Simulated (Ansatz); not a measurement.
Consider the formal exchange of groups at a C–F bond: `F/C=C\S` + CH₄ → `C/C=C/S` + H–F.

Gas-phase electronic energies from Ansatz, PBE0-D4/def2-TZVP geometries. CCSD(T)/CBS is the MP2 limit (def2-TZVPP, def2-QZVPP) plus CCSD(T) − MP2 in def2-TZVPP, frozen cores. This one scheme is used for every species. Double bonds are as drawn, so ΔE can hold a change between cis and trans. Functionals use def2-TZVPP. B3LYP here is the variant with VWN-RPA as its local correlation; programs differ in this. One conformer a species, not always the lowest.

Q: Is it downhill or uphill in electronic energy at CCSD(T)/CBS, and by how much? (Best estimate.)

A: The calculation gave: Downhill: ΔE = -0.43 eV.

Q: What do these levels give: PBE-D4, BLYP-D4, B3LYP-D4, r2SCAN0-D4, BHLYP-D4, PBE-QIDH, PBE, LC-ωPBE, CCSD(T)/def2-TZVPP, MP2/def2-QZVPP, SCS-MP2/def2-QZVPP, CCSD/CBS(def2)? (Best estimate.)

A: The calculation gave: PBE-D4 -0.26, BLYP-D4 -0.21, B3LYP-D4 -0.25, r2SCAN0-D4 -0.30, BHLYP-D4 -0.29, PBE-QIDH -0.40, PBE -0.23, LC-ωPBE -0.28, CCSD(T)/def2-TZVPP -0.39, MP2/def2-QZVPP -0.51, SCS-MP2/def2-QZVPP -0.44, CCSD/CBS(def2) -0.42 eV.

Largest T1 diagnostic among the species: 0.013.

From BLYP to BHLYP (50 % exact exchange), in def2-TZVPP and without D4, ΔE moves by −0.11 eV. In def2-TZVPP, CCSD(T) changes the Hartree–Fock value by −0.14 eV (the triples alone add −0.01 eV) and MP2 by −0.24 eV.
